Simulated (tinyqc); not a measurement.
Worked calculation: Hueckel theory of the pi electrons, for the molecule C=C(N)C=O (SMILES; centres numbered as the heavy atoms are written). Computed by tinyqc, a small Python program that keeps every step. Settings: charge = 0. Command: `OMP_NUM_THREADS=1 python tinyqc.py 27827 27828 out.jsonl` (the two numbers bound the seeds that draw the settings). One thread of a shared host (Intel(R) Xeon(R) Processor @ 2.60GHz), about 0.01 s of CPU time with the checks.

## The Hueckel matrix

Centres:
```
centre,"z_r, pi electrons of the neutral centre",h
1C,1,0.000000
2C,1,0.000000
3N,2,1.320000
4C,1,0.000000
5O,1,1.010000
```

Bonds:
```
i,j,k
1,2,1
2,3,0.820000
2,4,1
4,5,1
```

H_rr = alpha + h_r beta, H_rs = k_rs beta for bonded centres.

Hueckel matrix in units of beta (H = alpha + beta A), lower triangle:
```
,1C,2C,3N,4C,5O
1C,0.000000
2C,1.000000,0.000000
3N,0.000000,0.820000,1.320000
4C,0.000000,1.000000,0.000000,0.000000
5O,0.000000,0.000000,0.000000,1.000000,1.010000
```

## Orbitals

pi electrons, sum of z_r less the charge = 6

Diagonalise; E = alpha + x beta with beta < 0, so the largest x are filled first; degenerate levels share their electrons. P = sum n_i c_ri c_si; each orbital has its largest coefficient positive (the first on a tie).

x values: 2.123586  1.525249  0.681711  -0.365658  -1.634889

occupations: 2.000000  2.000000  2.000000  0.000000  0.000000

coefficients:
```
,MO1,MO2,MO3,MO4,MO5
1C,0.252952,-0.097742,0.623120,-0.605101,-0.414771
2C,0.537166,-0.149081,0.424788,0.221260,0.678105
3N,0.548138,-0.595600,-0.545718,-0.107633,-0.188178
4C,0.438293,0.358749,0.113951,0.612455,-0.539548
5O,0.393587,0.696262,-0.347106,-0.445209,0.203997
```

charge and bond-order matrix P, lower triangle:
```
,1C,2C,3N,4C,5O
1C,0.923635
2C,0.830286,0.982435
3N,-0.286360,0.302839,1.906008
4C,0.293616,0.460718,-0.071221,0.667573
5O,-0.369569,-0.079649,-0.019063,0.765473,1.520349
```

## Energy, charges, bond orders

E = sum n x; q_r = z_r - P_rr; bond order p = P_rs; free valence = sqrt(3) - sum of p over the bonds of the atom.

pi energy = 6 alpha + this times beta = 8.661093

pi charges: 1C 0.076365, 2C 0.017565, 3N 0.093992, 4C 0.332427, 5O -0.520349

Bond orders and lengths from R = 1.517 - 0.180 p (angstrom, C-C alone):
```
bond,p,R
1-2,0.830286,1.367548
2-3,0.302839,-
2-4,0.460718,1.434071
4-5,0.765473,-
```

free valence of the carbons: 1C 0.901765, 2C 0.138208, 4C 0.505860

gap between the highest filled and the next level = 1.047369 |beta|
